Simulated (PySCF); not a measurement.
## LiC: everyday levels beside a composite calculation

PySCF; the state is a quartet (σ ↑, π ↑↑). The composite is CCSD(T) extrapolated to the basis-set limit from two correlation-consistent sets, with core-valence (CV) and scalar-relativistic (SR) terms as its label shows; it has no spin–orbit coupling and nothing beyond (T). Here it is CCSD(T)/CBS(TQ)+CV+SR. It gives Re = 1.884 Å, ωe = 695 cm⁻¹ and De = 2.66 eV to Li + C.

```json
{"level": "UHF-MP2", "basis": "def2-TZVP", "relativity": "no relativity", "Re (Å)": "1.883", "ωe (cm⁻¹)": "704", "De (eV)": "2.56"}
{"level": "UHF-CCSD", "basis": "x2c-TZVPPall", "relativity": "spin-free X2C", "Re (Å)": "1.886", "ωe (cm⁻¹)": "702", "De (eV)": "2.48"}
{"level": "PBE", "basis": "jorge-DZP-DKH", "relativity": "spin-free X2C", "Re (Å)": "1.935", "ωe (cm⁻¹)": "643", "De (eV)": "2.64"}
{"level": "PBE", "basis": "aug-pcseg-1", "relativity": "no relativity", "Re (Å)": "1.908", "ωe (cm⁻¹)": "656", "De (eV)": "2.75"}
{"level": "revPBE", "basis": "x2c-TZVPPall", "relativity": "spin-free X2C", "Re (Å)": "1.902", "ωe (cm⁻¹)": "667", "De (eV)": "2.60"}
{"level": "PW91", "basis": "x2c-TZVPPall", "relativity": "spin-free X2C", "Re (Å)": "1.888", "ωe (cm⁻¹)": "680", "De (eV)": "2.78"}
{"level": "r²SCAN", "basis": "def2-TZVP", "relativity": "no relativity", "Re (Å)": "1.889", "ωe (cm⁻¹)": "689", "De (eV)": "2.79"}
{"level": "PBE0", "basis": "def2-TZVP", "relativity": "no relativity", "Re (Å)": "1.875", "ωe (cm⁻¹)": "703", "De (eV)": "2.64"}
{"level": "B97-3", "basis": "def2-TZVP", "relativity": "no relativity", "Re (Å)": "1.879", "ωe (cm⁻¹)": "699", "De (eV)": "2.59"}
{"level": "ωB97M-V", "basis": "x2c-TZVPPall", "relativity": "spin-free X2C", "Re (Å)": "1.887", "ωe (cm⁻¹)": "688", "De (eV)": "2.69"}
```

Question: Give the difference of each row from the composite.

Answer: 

```tsv
level	basis	ΔRe (pm)	Δωe (%)	ΔDe (eV)
UHF-MP2	def2-TZVP	-0.1	+1.3	-0.10
UHF-CCSD	x2c-TZVPPall	+0.2	+1.0	-0.18
PBE	jorge-DZP-DKH	+5.1	-7.5	-0.02
PBE	aug-pcseg-1	+2.4	-5.6	+0.09
revPBE	x2c-TZVPPall	+1.8	-4.0	-0.06
PW91	x2c-TZVPPall	+0.4	-2.2	+0.12
r²SCAN	def2-TZVP	+0.5	-0.9	+0.13
PBE0	def2-TZVP	-0.9	+1.2	-0.02
B97-3	def2-TZVP	-0.5	+0.6	-0.07
ωB97M-V	x2c-TZVPPall	+0.3	-1.0	+0.03
```

Question: Which rows come closest in De?

Answer: PBE in jorge-DZP-DKH (-0.02 eV); PBE0 in def2-TZVP (-0.02 eV); ωB97M-V in x2c-TZVPPall (+0.03 eV), counted from the composite.

Correlated steps freeze the inner cores (1 to 2 orbitals); shallow outer-core shells are correlated. The state is the lowest determinant that a PBE0 search found; another state may lie lower at other levels.
